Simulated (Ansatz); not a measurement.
Process, species as SMILES: N (NH3) → 3 H atom + N atom
B3LYP-D3(BJ)/def2-TZVP geometries, fixed; electronic energies without zero-point terms.

Basis-set convergence of the atomisation energy at B2PLYP with Ansatz (a first-principles code). Cartesian d functions, on some or all atoms, in 6-31G*, 6-31+G*; all else is spherical. Cores are frozen. Open shells are unrestricted. No added dispersion term, no relativity. Functions are those of the species that has most. Reference: the value in pcseg-4, 299.27 kcal/mol, itself unsure by roughly 0.46 kcal/mol (its mean distance from aug-pcseg-3, aug-cc-pVQZ, cc-pV5Z). Deviations are taken from unrounded values.

```json
[
 {"basis": "6-31G*", "functions": "21", "atomisation energy (kcal/mol)": "277.94"},
 {"basis": "6-31+G*", "functions": "25", "atomisation energy (kcal/mol)": "281.93"},
 {"basis": "cc-pVDZ", "functions": "29", "atomisation energy (kcal/mol)": "281.21"},
 {"basis": "aug-cc-pVDZ", "functions": "50", "atomisation energy (kcal/mol)": "289.32"},
 {"basis": "def2-SVP", "functions": "29", "atomisation energy (kcal/mol)": "286.05"},
 {"basis": "def2-SVPD", "functions": "44", "atomisation energy (kcal/mol)": "295.13"},
 {"basis": "pcseg-1", "functions": "29", "atomisation energy (kcal/mol)": "284.81"},
 {"basis": "aug-pcseg-1", "functions": "50", "atomisation energy (kcal/mol)": "290.84"},
 {"basis": "6-311G**", "functions": "36", "atomisation energy (kcal/mol)": "288.07"},
 {"basis": "6-311+G**", "functions": "40", "atomisation energy (kcal/mol)": "291.08"},
 {"basis": "def2-TZVP", "functions": "49", "atomisation energy (kcal/mol)": "292.25"},
 {"basis": "def2-TZVPD", "functions": "64", "atomisation energy (kcal/mol)": "293.91"},
 {"basis": "cc-pVTZ", "functions": "72", "atomisation energy (kcal/mol)": "294.67"},
 {"basis": "aug-cc-pVTZ", "functions": "115", "atomisation energy (kcal/mol)": "297.02"},
 {"basis": "pcseg-2", "functions": "72", "atomisation energy (kcal/mol)": "296.51"},
 {"basis": "aug-pcseg-2", "functions": "115", "atomisation energy (kcal/mol)": "297.32"},
 {"basis": "def2-TZVPP", "functions": "73", "atomisation energy (kcal/mol)": "295.80"},
 {"basis": "def2-TZVPPD", "functions": "88", "atomisation energy (kcal/mol)": "296.94"},
 {"basis": "cc-pVQZ", "functions": "145", "atomisation energy (kcal/mol)": "297.71"},
 {"basis": "aug-cc-pVQZ", "functions": "218", "atomisation energy (kcal/mol)": "298.71"},
 {"basis": "def2-QZVPP", "functions": "147", "atomisation energy (kcal/mol)": "298.24"},
 {"basis": "def2-QZVPPD", "functions": "162", "atomisation energy (kcal/mol)": "298.48"},
 {"basis": "pcseg-3", "functions": "159", "atomisation energy (kcal/mol)": "298.69"},
 {"basis": "aug-pcseg-3", "functions": "232", "atomisation energy (kcal/mol)": "298.77"}
]
```

What the diffuse functions change, pair by pair:
- 6-31G* to 6-31+G*: 4 more functions, deviation -21.32 to -17.34 kcal/mol
- cc-pVDZ to aug-cc-pVDZ: 21 more functions, deviation -18.06 to -9.95 kcal/mol
- def2-SVP to def2-SVPD: 15 more functions, deviation -13.22 to -4.14 kcal/mol
- pcseg-1 to aug-pcseg-1: 21 more functions, deviation -14.46 to -8.43 kcal/mol
- 6-311G** to 6-311+G**: 4 more functions, deviation -11.20 to -8.19 kcal/mol
- def2-TZVP to def2-TZVPD: 15 more functions, deviation -7.02 to -5.35 kcal/mol
- cc-pVTZ to aug-cc-pVTZ: 43 more functions, deviation -4.60 to -2.24 kcal/mol
- pcseg-2 to aug-pcseg-2: 43 more functions, deviation -2.76 to -1.94 kcal/mol
- def2-TZVPP to def2-TZVPPD: 15 more functions, deviation -3.47 to -2.33 kcal/mol
- cc-pVQZ to aug-cc-pVQZ: 73 more functions, deviation -1.56 to -0.56 kcal/mol
- def2-QZVPP to def2-QZVPPD: 15 more functions, deviation -1.03 to -0.79 kcal/mol
- pcseg-3 to aug-pcseg-3: 73 more functions, deviation -0.58 to -0.50 kcal/mol

They bring the value nearer the reference by more than 0.46 kcal/mol in 10 of 12 pairs.
